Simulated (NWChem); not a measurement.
System: fluorine (F2); SMILES FF

Here is an NWChem input.

```
start job
memory heap 200 mb stack 900 mb global 1100 mb
geometry units angstroms noautoz
  F      0.000000     0.000000     0.688226
  F      0.000000     0.000000    -0.688226
end
basis spherical
  * library 3-21g
end
dft
  xc pbe0
  iterations 150
  mulliken
end
task dft gradient
```

Excerpt of the output:

```
             Northwest Computational Chemistry Package (NWChem) 7.3.0
             --------------------------------------------------------

 ORDER OF PRIMARY AXIS IS BEING SET TO 4
 D4H symmetry detected

                             Geometry "geometry" -> ""
                             -------------------------

 Output coordinates in angstroms (scale by  1.889725989 to convert to a.u.)

  No.       Tag          Charge          X              Y              Z
 ---- ---------------- ---------- -------------- -------------- --------------
    1 F                    9.0000     0.00000000     0.00000000     0.68822600
    2 F                    9.0000     0.00000000     0.00000000    -0.68822600

 Effective nuclear repulsion energy (a.u.)      31.1404663359

      Symmetry information
      --------------------

 Group name             D4h
 Group number             28
 Group order              16
 No. of unique centers     1

                                 NWChem DFT Module
                                 -----------------

 Summary of "ao basis" -> "ao basis" (spherical)
 ------------------------------------------------------------------------------
       Tag                 Description            Shells   Functions and Types
 ---------------- ------------------------------  ------  ---------------------
 F                           3-21g                   5        9   3s2p

      Symmetry analysis of basis
      --------------------------

        a1g         5
        a1u         0
        a2g         0
        a2u         5
        b1g         0
        b1u         0
        b2g         0
        b2u         0
        eg          4
        eu          4

            General Information
            -------------------
          SCF calculation type: DFT
          Wavefunction type:  closed shell.
          No. of atoms     :     2
          No. of electrons :    18
           Alpha electrons :     9
            Beta electrons :     9
          Charge           :     0
          Spin multiplicity:     1
          Use of symmetry is: on ; symmetry adaption is: on
          Maximum number of iterations: 150
          AO basis - number of functions:    18
                     number of shells:    10
          Convergence on energy requested:  1.00D-06
          Convergence on density requested:  1.00D-05
          Convergence on gradient requested:  5.00D-04

              XC Information
              --------------
                         PBE0 Method XC Functional
                     Hartree-Fock (Exact) Exchange  0.250
          PerdewBurkeErnzerhof Exchange Functional  0.750
            Perdew 1991 LDA Correlation Functional  1.000 local
           PerdewBurkeErnz. Correlation Functional  1.000 non-local

             Grid Information
             ----------------
          Grid used for XC integration:  medium
          Radial quadrature: Mura-Knowles
          Angular quadrature: Lebedev.
          Tag              B.-S. Rad. Rad. Pts. Rad. Cut. Ang. Pts.
          ---              ---------- --------- --------- ---------
          F                   0.50       49           5.0       434
          Grid pruning is: on
          Number of quadrature shells:    49
          Spatial weights used:  Erf1

      Superposition of Atomic Density Guess
      -------------------------------------

 Sum of atomic energies:        -197.71471404

      Non-variational initial energy
      ------------------------------

 Total energy =    -197.460813
 1-e energy   =    -339.811358
 2-e energy   =     111.210079
 HOMO         =      -0.444929
 LUMO         =      -0.094360

      Symmetry analysis of molecular orbitals - initial
      -------------------------------------------------

  Numbering of irreducible representations:

     1 a1g         2 a1u         3 a2g         4 a2u         5 b1g
     6 b1u         7 b2g         8 b2u         9 eg         10 eu

  Orbital symmetries:

     1 a2u         2 a1g         3 a1g         4 a2u         5 a1g
     6 eu          7 eu          8 eg          9 eg         10 a2u
    11 eu         12 eu         13 a2u        14 eg         15 eg
    16 a1g        17 a1g        18 a2u

     ---------------------------------------------
      Total Density - Mulliken Population Analysis
     ---------------------------------------------

    Atom       Charge   Shell Charges
 -----------   ------   -------------------------------------------------------
    1 F    9     9.00   1.98  0.46  2.33  1.51  2.72
    2 F    9     9.00   1.98  0.46  2.33  1.51  2.72

   convergence    iter        energy       DeltaE   RMS-Dens  Diis-err
 ---------------- ----- ----------------- --------- --------- ---------
 d= 0,ls=0.0,diis     1   -198.2277836013 -2.29D+02  1.81D-02  3.39D-01
 d= 0,ls=0.0,diis     2   -198.2472568012 -1.95D-02  5.45D-03  7.93D-02
 d= 0,ls=0.0,diis     3   -198.2518885383 -4.63D-03  7.95D-04  1.98D-03
 d= 0,ls=0.0,diis     4   -198.2520020470 -1.14D-04  4.35D-05  3.00D-06
 d= 0,ls=0.0,diis     5   -198.2520022426 -1.96D-07  7.66D-07  1.32D-09

         Total DFT energy =     -198.252002242563
      One electron energy =     -339.058149147130
           Coulomb energy =      130.242371154967
    Exchange-Corr. energy =      -20.576690586296
 Nuclear repulsion energy =       31.140466335895

 Numeric. integr. density =       18.000003169016

                  Occupations of the irreducible representations
                  ----------------------------------------------

                     irrep           alpha         beta
                     --------     --------     --------
                     a1g               3.0          3.0
                     a1u               0.0          0.0
                     a2g               0.0          0.0
                     a2u               2.0          2.0
                     b1g               0.0          0.0
                     b1u               0.0          0.0
                     b2g               0.0          0.0
                     b2u               0.0          0.0
                     eg                2.0          2.0
                     eu                2.0          2.0

                       DFT Final Molecular Orbital Analysis
                       ------------------------------------

 Vector    7  Occ=2.000000D+00  E=-5.237154D-01  Symmetry=eu
              MO Center= -4.9D-16,  1.2D-16,  2.5D-15, r^2= 8.4D-01
   Bfn.  Coefficient  Atom+Function         Bfn.  Coefficient  Atom+Function
  ----- ------------  ---------------      ----- ------------  ---------------
     7      0.392015  1 F  px                16      0.392015  2 F  px
     3      0.368344  1 F  px                12      0.368344  2 F  px
     8     -0.098566  1 F  py                17     -0.098566  2 F  py
     4     -0.092614  1 F  py                13     -0.092614  2 F  py

 Vector    8  Occ=2.000000D+00  E=-3.792996D-01  Symmetry=eg
              MO Center= -1.4D-26,  8.4D-27,  3.3D-16, r^2= 8.8D-01
   Bfn.  Coefficient  Atom+Function         Bfn.  Coefficient  Atom+Function
  ----- ------------  ---------------      ----- ------------  ---------------
     7      0.374055  1 F  px                16     -0.374055  2 F  px
     3      0.360368  1 F  px                12     -0.360368  2 F  px
     8     -0.227594  1 F  py                17      0.227594  2 F  py
     4     -0.219266  1 F  py                13      0.219266  2 F  py

 Vector    9  Occ=2.000000D+00  E=-3.792996D-01  Symmetry=eg
              MO Center=  1.9D-26,  3.1D-26,  4.3D-15, r^2= 8.8D-01
   Bfn.  Coefficient  Atom+Function         Bfn.  Coefficient  Atom+Function
  ----- ------------  ---------------      ----- ------------  ---------------
     8      0.374055  1 F  py                17     -0.374055  2 F  py
     4      0.360368  1 F  py                13     -0.360368  2 F  py
     7      0.227594  1 F  px                16     -0.227594  2 F  px
     3      0.219266  1 F  px                12     -0.219266  2 F  px

 Vector   10  Occ=0.000000D+00  E=-7.186923D-02  Symmetry=a2u
              MO Center=  1.1D-27, -6.9D-28, -3.5D-18, r^2= 8.3D-01
   Bfn.  Coefficient  Atom+Function         Bfn.  Coefficient  Atom+Function
  ----- ------------  ---------------      ----- ------------  ---------------
     9      0.559229  1 F  pz                18      0.559229  2 F  pz
     5      0.453079  1 F  pz                14      0.453079  2 F  pz
     6     -0.252715  1 F  s                 15      0.252715  2 F  s
     2     -0.058077  1 F  s                 11      0.058077  2 F  s
     1      0.052006  1 F  s                 10     -0.052006  2 F  s

 Vector   11  Occ=0.000000D+00  E= 1.698157D+00  Symmetry=eu
              MO Center= -9.7D-24, -7.5D-23,  5.0D-16, r^2= 9.8D-01
   Bfn.  Coefficient  Atom+Function         Bfn.  Coefficient  Atom+Function
  ----- ------------  ---------------      ----- ------------  ---------------
     4      0.703301  1 F  py                13      0.703301  2 F  py
     8     -0.609939  1 F  py                17     -0.609939  2 F  py
     3      0.090851  1 F  px                12      0.090851  2 F  px
     7     -0.078790  1 F  px                16     -0.078790  2 F  px

 Vector   12  Occ=0.000000D+00  E= 1.698157D+00  Symmetry=eu
              MO Center= -3.2D-24,  4.2D-25,  2.6D-17, r^2= 9.8D-01
   Bfn.  Coefficient  Atom+Function         Bfn.  Coefficient  Atom+Function
  ----- ------------  ---------------      ----- ------------  ---------------
     3      0.703301  1 F  px                12      0.703301  2 F  px
     7     -0.609939  1 F  px                16     -0.609939  2 F  px
     4     -0.090851  1 F  py                13     -0.090851  2 F  py
     8      0.078790  1 F  py                17      0.078790  2 F  py

     ---------------------------------------------
      Total Density - Mulliken Population Analysis
     ---------------------------------------------

    Atom       Charge   Shell Charges
 -----------   ------   -------------------------------------------------------
    1 F    9     9.00   1.98  0.47  2.41  1.53  2.60
    2 F    9     9.00   1.98  0.47  2.41  1.53  2.60

     -------------------------------------------
      Total Density - Lowdin Population Analysis
     -------------------------------------------

    Atom       Charge   Shell Charges
 -----------   ------   -------------------------------------------------------
    1 F    9     9.00   1.98  0.64  2.41  1.31  2.66
    2 F    9     9.00   1.98  0.64  2.41  1.31  2.66

     Multipole analysis of the density
     ---------------------------------

     L   x y z        total         alpha         beta         nuclear
     -   - - -        -----         -----         ----         -------
     0   0 0 0     -0.000000     -9.000000     -9.000000     18.000000

     1   1 0 0      0.000000      0.000000      0.000000      0.000000
     1   0 1 0      0.000000      0.000000      0.000000      0.000000
     1   0 0 1      0.000000      0.000000      0.000000      0.000000

     2   2 0 0     -6.671436     -3.335718     -3.335718      0.000000
     2   1 1 0      0.000000      0.000000      0.000000      0.000000
     2   1 0 1      0.000000      0.000000      0.000000      0.000000
     2   0 2 0     -6.671436     -3.335718     -3.335718      0.000000
     2   0 1 1      0.000000      0.000000      0.000000      0.000000
     2   0 0 2     -6.333613    -18.389879    -18.389879     30.446146

            General Information
            -------------------
          SCF calculation type: DFT
          Wavefunction type:  closed shell.
          No. of atoms     :     2
          No. of electrons :    18
           Alpha electrons :     9
            Beta electrons :     9
          Charge           :     0
          Spin multiplicity:     1
          Use of symmetry is: on ; symmetry adaption is: on
          Maximum number of iterations: 150
          AO basis - number of functions:    18
                     number of shells:    10
          Convergence on energy requested:  1.00D-06
          Convergence on density requested:  1.00D-05
          Convergence on gradient requested:  5.00D-04

              XC Information
              --------------
                         PBE0 Method XC Functional
                     Hartree-Fock (Exact) Exchange  0.250
          PerdewBurkeErnzerhof Exchange Functional  0.750
            Perdew 1991 LDA Correlation Functional  1.000 local
           PerdewBurkeErnz. Correlation Functional  1.000 non-local

             Grid Information
             ----------------
          Grid used for XC integration:  medium
          Radial quadrature: Mura-Knowles
          Angular quadrature: Lebedev.
          Tag              B.-S. Rad. Rad. Pts. Rad. Cut. Ang. Pts.
          ---              ---------- --------- --------- ---------
          F                   0.50       49           5.0       434
          Grid pruning is: on
          Number of quadrature shells:    49
          Spatial weights used:  Erf1

          Convergence Information
          -----------------------
          Convergence aids based upon iterative change in
          total energy or number of iterations.
          Levelshifting, if invoked, occurs when the
          HOMO/LUMO gap drops below (HL_TOL):  1.00D-02
          DIIS, if invoked, will attempt to extrapolate
          using up to (NFOCK): 10 stored Fock matrices.

                    Damping( 0%)  Levelshifting(0.5)       DIIS
                  --------------- ------------------- ---------------
          dE  on:    start            ASAP                start
          dE off:    2 iters        150 iters           150 iters

                            NWChem DFT Gradient Module
                            --------------------------

  charge          =   0.00
  wavefunction    = closed shell

  Using symmetry

                         DFT ENERGY GRADIENTS

    atom               coordinates                        gradient
                 x          y          z           x          y          z
   1 F       0.000000   0.000000   1.300559    0.000000   0.000000  -0.067284
   2 F       0.000000   0.000000  -1.300559    0.000000   0.000000   0.067284
```

Level: PBE0/3-21G. Geometry: optimised at PBE0/def2-SVP.
